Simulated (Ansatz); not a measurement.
Input file:

```yaml
crystal:
  periodic: [false, false, false]
  atoms:
    - {symbol: B, position_ang: [0.013443, -1.059555, -1.355486]}
    - {symbol: Ge, position_ang: [0.004178, 0.046165, 0.454861]}
    - {symbol: B, position_ang: [-0.057533, 0.617024, -1.483527]}
    - {symbol: H, position_ang: [0.171821, 1.419494, -2.330052]}
basis:
  gaussian: {orbitals: cc-pVDZ}
magnetization: {spin_polarized: false, initial_magnetization: 1}
correlation: {method: ccsd_t, electrons: outside_noble_gas}
output: {forces: true}
```

```sh
$ ansatz run in.yaml --threads 1 --pin off --events-out ev --progress --plain --max-ram 2393MiB
```

Log:

```
637 factors; integrals over basis functions are off by at most 7.2e-4 eV
mean field evaluation 1: about -57825.8426 eV, gradient 1.3e1 eV
mean field evaluation 2: about -57825.9045 eV, gradient 1.3e1 eV
mean field evaluation 4: about -57826.9253 eV, gradient 2.7e0 eV
mean field evaluation 8: about -57826.9882 eV, gradient 4.1e-1 eV
mean field evaluation 16: about -57827.0080 eV, gradient 2.2e-6 eV
mean field evaluation 32: about -57827.0071 eV, gradient 8.1e-2 eV
mean field evaluation 64: about -57827.0016 eV, gradient 7.9e-1 eV
mean field evaluation 96: about -57826.3786 eV, gradient 4.4e-1 eV
mean field evaluation 128: about -57822.6737 eV, gradient 1.3e1 eV
mean field evaluation 160: about -57826.3840 eV, gradient 2.2e-1 eV
...
mean field evaluation 608: about -57827.4451 eV, gradient 3.3e-1 eV
mean field evaluation 640: about -57827.2302 eV, gradient 3.1e0 eV
determinant -57827.00804713 eV, -2125.1033491782 hartree, with singles and doubles -57834.52351101 eV, -2125.3795373815 hartree
determinant -57826.55759072 eV, -2125.0867952103 hartree, with singles and doubles -57833.58425290 eV, -2125.3450202827 hartree
determinant -57826.38933777 eV, -2125.0806120286 hartree, with singles and doubles -57833.65141779 eV, -2125.3474885470 hartree
determinant -57824.42540165 eV, -2125.0084387074 hartree, with singles and doubles -57831.49022790 eV, -2125.2680662832 hartree
determinant -57823.63895698 eV, -2124.9795373987 hartree, with singles and doubles -57830.32713245 eV, -2125.2253233141 hartree
determinant -57826.80616590 eV, -2125.0959301798 hartree, with singles and doubles -57834.51573974 eV, -2125.3792517928 hartree
determinant -57826.80616590 eV, -2125.0959301798 hartree, with singles and doubles -57834.52026191 eV, -2125.3794179793 hartree
determinant -57827.00804713 eV, -2125.1033491782 hartree, with singles and doubles -57834.54060591 eV, -2125.3801656077 hartree
unrestricted determinant -57827.67861233 eV, -2125.1279919949 hartree, S^2 1.6389
16 core orbitals not correlated: weight in the atoms' cores, before any rotation towards them, 1.000 or more for the frozen orbitals, at most 0.000 for the correlated occupied ones
reference -57827.00804713 eV, -2125.1033491782 hartree; 6, 5 occupied and 38, 39 virtual orbitals, 637 factors
second order -6.69843164 eV of doubles, -0.08473376 eV of singles
cycle   1  -7.53255512 eV  change    3.7e-6 eV  update   3.1e-6
cycle   2  -7.53255158 eV  change    3.5e-6 eV  update   2.2e-6
cycle   3  -7.53254978 eV  change    1.8e-6 eV  update   1.6e-6
cycle   4  -7.53255051 eV  change   -7.3e-7 eV  update   9.3e-7
cycle   5  -7.53255145 eV  change   -9.4e-7 eV  update   6.3e-7
cycle   6  -7.53255149 eV  change   -4.3e-8 eV  update   4.3e-7
cycle   7  -7.53255130 eV  change    1.9e-7 eV  update   2.8e-7
cycle   8  -7.53255133 eV  change   -2.7e-8 eV  update   1.9e-7
perturbative correction -0.57278813 eV, -0.0210495756 hartree
the calculation of the forces begins
Total energy: -57835.11338659 eV, -2125.4012149093 hartree
Atom 0 at     0.013443    -1.059555    -1.355486 Å, force    -0.213646     1.925820     1.524888 eV/Å
Atom 1 at     0.004178     0.046165     0.454861 Å, force    -0.028759    -1.159462    -0.105340 eV/Å
Atom 2 at    -0.057533     0.617024    -1.483527 Å, force     0.453204    -1.378148    -1.391714 eV/Å
Atom 3 at     0.171821     1.419494    -2.330052 Å, force    -0.210800     0.611790    -0.027835 eV/Å
Dipole moment:     0.034897     0.113521     0.180756 e Å
```

Forces (eV/Å):
```
B   -0.214  1.926  1.525
Ge  -0.029 -1.159 -0.105
B    0.453 -1.378 -1.392
H   -0.211  0.612 -0.028
```

Ran on 1 thread of Intel Xeon, shared host: 1.7 min wall, 0.21 GiB peak host memory.
